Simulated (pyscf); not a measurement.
Single points on ωB97X-D3(BJ)/def2-SVP structures (PySCF, gas phase).

### Question
Estimate the classical barrier height and the reaction energy of HSe–SiH₂–SeH + H₂ → H₃Si–SeH + H₂Se at ωB97M-D3(BJ)/def2-TZVP. The step runs on the singlet surface, breaks Se–Si, H–H and forms H–Si, H–Se; take the separated reactants as zero.

### Answer
ΔE‡ = 54.1 kcal/mol, ΔE = +9.8 kcal/mol. Zero-point energy shifts the barrier by +1.9 kcal/mol. It is a four-centre exchange, with an imaginary mode of 1329i cm⁻¹. This is the saddle that the search found; another between the same sides may lie lower. Elements up to Kr have no core potential and no relativistic terms here.
